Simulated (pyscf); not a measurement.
This saddle point was located with ωB97X-D3(BJ)/def2-SVP in PySCF.

```xyz
13

Te    -1.4921    -1.1608    -1.1266
C     -1.1397     0.3610     0.7190
C      0.4315    -0.6586    -1.9340
H     -2.0883     0.1538     1.2129
H     -0.2416    -0.1457     1.0682
H     -1.0567     1.2409     0.0833
H      0.5711    -1.2330    -2.8606
H      0.4779     0.4137    -2.1678
H      1.2249    -0.9274    -1.2235
C     -0.7659     1.7311     2.3391
H     -1.5976     2.4389     2.2599
H     -0.7910     1.0827     3.2212
H      0.2187     2.1438     2.0951
```
Charge 0, spin multiplicity 2.

Surface: doublet, charge 0. Lowest wavenumbers (cm⁻¹): 985i, 61, 89, 96, 167.

Question: Which two sides does it connect, and which bonds change?

Answer: H₃C–Te–CH₃ + methyl (CH₃•) ⇌ H₃C–Te• + ethane (H₃C–CH₃), a substitution at C read from left to right: C–Te broken and C–C formed. At ωB97M-D3(BJ)/def2-TZVP it lies +19.2 kcal/mol from the left side and +56.9 kcal/mol from the right (each side as separated species at their lowest minima found). This is the saddle that the search found; another between the same sides may lie lower. The angle at the attacked C is 178°. Elements past Kr carry the def2 core potentials, without spin-orbit coupling.
